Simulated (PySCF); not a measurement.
**Atomic charges against the basis set**

Compound: C2H5B.
Geometry (PBE0-D3(BJ)/def2-SVP, Å), atoms numbered from 1 in this order:
```
atom  x, y, z in Å
B1     1.2912    0.0321    0.0979
C2    -0.1469   -0.5231    0.1103
C3    -1.1994    0.2824   -0.1286
H4     2.2511   -0.6728    0.3102
H5     1.4624    1.2093   -0.1315
H6    -0.3503   -1.5821    0.3131
H7    -1.0540    1.3485   -0.3370
H8    -2.2360   -0.0755   -0.1280
```

The species is `BC=C` (C2H5B).

PBE0 throughout (PySCF), one geometry, spherical d and f functions. Isolated species at its PBE0-D3(BJ)/def2-SVP geometry, gas phase. Atoms taken as equivalent share a column and are averaged.

Mulliken charges (e):

```json
{"basis": "STO-3G", "functions": "20", "B1": "+0.147", "C2": "-0.182", "C3": "-0.123", "H4/H5": "-0.052", "H6": "+0.078", "H7": "+0.094", "H8": "+0.089"}
{"basis": "6-31G", "functions": "37", "B1": "+0.152", "C2": "-0.255", "C3": "-0.319", "H4/H5": "-0.042", "H6": "+0.160", "H7": "+0.179", "H8": "+0.169"}
{"basis": "pcSseg-0", "functions": "37", "B1": "+0.228", "C2": "-0.606", "C3": "-0.344", "H4/H5": "+0.008", "H6": "+0.237", "H7": "+0.236", "H8": "+0.233"}
{"basis": "6-31G*", "functions": "52", "B1": "+0.041", "C2": "-0.195", "C3": "-0.347", "H4/H5": "-0.017", "H6": "+0.165", "H7": "+0.190", "H8": "+0.181"}
{"basis": "cc-pVDZ", "functions": "67", "B1": "+0.015", "C2": "-0.068", "C3": "-0.017", "H4/H5": "-0.030", "H6": "+0.017", "H7": "+0.060", "H8": "+0.053"}
{"basis": "def2-SVP", "functions": "67", "B1": "+0.028", "C2": "-0.101", "C3": "-0.047", "H4/H5": "-0.030", "H6": "+0.046", "H7": "+0.071", "H8": "+0.062"}
{"basis": "6-311+G(2d,p)", "functions": "111", "B1": "-0.029", "C2": "-0.052", "C3": "-0.263", "H4/H5": "-0.011", "H6": "+0.110", "H7": "+0.128", "H8": "+0.128"}
{"basis": "aug-cc-pVDZ", "functions": "114", "B1": "-0.991", "C2": "+0.549", "C3": "+0.572", "H4/H5": "+0.499", "H6": "-0.412", "H7": "-0.390", "H8": "-0.327"}
{"basis": "def2-TZVP", "functions": "123", "B1": "-0.025", "C2": "-0.202", "C3": "-0.178", "H4/H5": "+0.007", "H6": "+0.115", "H7": "+0.142", "H8": "+0.136"}
{"basis": "IGLO-III", "functions": "155", "B1": "+0.213", "C2": "-0.271", "C3": "-0.161", "H4/H5": "-0.063", "H6": "+0.106", "H7": "+0.120", "H8": "+0.120"}
{"basis": "cc-pVTZ", "functions": "160", "B1": "-0.029", "C2": "-0.170", "C3": "-0.178", "H4/H5": "0.000", "H6": "+0.117", "H7": "+0.132", "H8": "+0.128"}
```

IAO charges (e):

| basis | functions | B1 | C2 | C3 | H4/H5 | H6 | H7 | H8 |
| --- | --- | --- | --- | --- | --- | --- | --- | --- |
| STO-3G | 20 | +0.069 | -0.280 | -0.194 | -0.004 | +0.135 | +0.138 | +0.140 |
| 6-31G | 37 | +0.013 | -0.272 | -0.215 | +0.007 | +0.148 | +0.157 | +0.156 |
| pcSseg-0 | 37 | +0.004 | -0.268 | -0.198 | +0.006 | +0.146 | +0.152 | +0.152 |
| 6-31G* | 52 | +0.032 | -0.275 | -0.200 | 0.000 | +0.143 | +0.151 | +0.150 |
| cc-pVDZ | 67 | +0.012 | -0.271 | -0.201 | +0.005 | +0.145 | +0.152 | +0.151 |
| def2-SVP | 67 | +0.020 | -0.268 | -0.192 | +0.001 | +0.142 | +0.148 | +0.147 |
| 6-311+G(2d,p) | 111 | +0.016 | -0.278 | -0.210 | +0.005 | +0.149 | +0.157 | +0.156 |
| aug-cc-pVDZ | 114 | +0.014 | -0.276 | -0.210 | +0.006 | +0.149 | +0.156 | +0.155 |
| def2-TZVP | 123 | +0.016 | -0.278 | -0.210 | +0.005 | +0.149 | +0.156 | +0.155 |
| IGLO-III | 155 | +0.015 | -0.279 | -0.211 | +0.006 | +0.150 | +0.157 | +0.156 |
| cc-pVTZ | 160 | +0.015 | -0.278 | -0.210 | +0.005 | +0.150 | +0.157 | +0.155 |

Hirshfeld charges (e):

| basis | functions | B1 | C2 | C3 | H4/H5 | H6 | H7 | H8 |
| --- | --- | --- | --- | --- | --- | --- | --- | --- |
| STO-3G | 20 | +0.150 | -0.084 | -0.003 | -0.075 | +0.021 | +0.033 | +0.032 |
| 6-31G | 37 | +0.123 | -0.109 | -0.035 | -0.064 | +0.043 | +0.053 | +0.053 |
| pcSseg-0 | 37 | +0.126 | -0.108 | -0.027 | -0.066 | +0.038 | +0.051 | +0.052 |
| 6-31G* | 52 | +0.123 | -0.110 | -0.035 | -0.064 | +0.043 | +0.053 | +0.053 |
| cc-pVDZ | 67 | +0.125 | -0.113 | -0.032 | -0.065 | +0.043 | +0.053 | +0.053 |
| def2-SVP | 67 | +0.127 | -0.115 | -0.033 | -0.065 | +0.043 | +0.054 | +0.054 |
| 6-311+G(2d,p) | 111 | +0.133 | -0.124 | -0.040 | -0.062 | +0.045 | +0.055 | +0.056 |
| aug-cc-pVDZ | 114 | +0.130 | -0.124 | -0.043 | -0.061 | +0.046 | +0.056 | +0.057 |
| def2-TZVP | 123 | +0.129 | -0.121 | -0.041 | -0.062 | +0.045 | +0.056 | +0.056 |
| IGLO-III | 155 | +0.129 | -0.122 | -0.043 | -0.061 | +0.045 | +0.056 | +0.057 |
| cc-pVTZ | 160 | +0.128 | -0.119 | -0.040 | -0.063 | +0.045 | +0.055 | +0.056 |

Some averages cover members that differ in this geometry, most widely: H4/H5, Mulliken in aug-cc-pVDZ +0.418 to +0.580 e.

Question: Which scheme is steadiest as the basis changes?

Answer: Largest range over the bases for any column: Hirshfeld 0.04 e, IAO 0.06 e, Mulliken 1.22 e. Hirshfeld charges move least and Mulliken charges most, counted in e. Without the minimal STO-3G basis the ranges are Hirshfeld 0.02, IAO 0.03, Mulliken 1.22 e.

Question: How much do the charges still move between the two largest bases, IGLO-III and cc-pVTZ?

Answer: At most, over all atoms: Mulliken 0.242 e, IAO 0.002 e, Hirshfeld 0.003 e.

Question: What do the same runs give for the total energy, the frontier levels and the dipole moment?

Answer: 
```
        basis  energy (Eh)  HOMO (eV)  LUMO (eV)  μ (D)
       STO-3G    -102.6220      -6.73       0.58   1.22
        6-31G    -103.8555      -8.29      -1.80   1.41
     pcSseg-0    -103.6542      -8.61      -2.10   1.42
       6-31G*    -103.8754      -8.23      -1.76   1.41
      cc-pVDZ    -103.8832      -8.38      -1.99   1.39
     def2-SVP    -103.8024      -8.45      -2.04   1.39
6-311+G(2d,p)    -103.9072      -8.47      -2.13   1.35
  aug-cc-pVDZ    -103.8882      -8.47      -2.13   1.34
    def2-TZVP    -103.9145      -8.47      -2.11   1.36
     IGLO-III    -103.9185      -8.47      -2.14   1.34
      cc-pVTZ    -103.9133      -8.46      -2.09   1.37
```

The dipole is fixed by the density alone, so its range of 0.20 D shows that the density itself changes with the basis, not only its division among atoms.
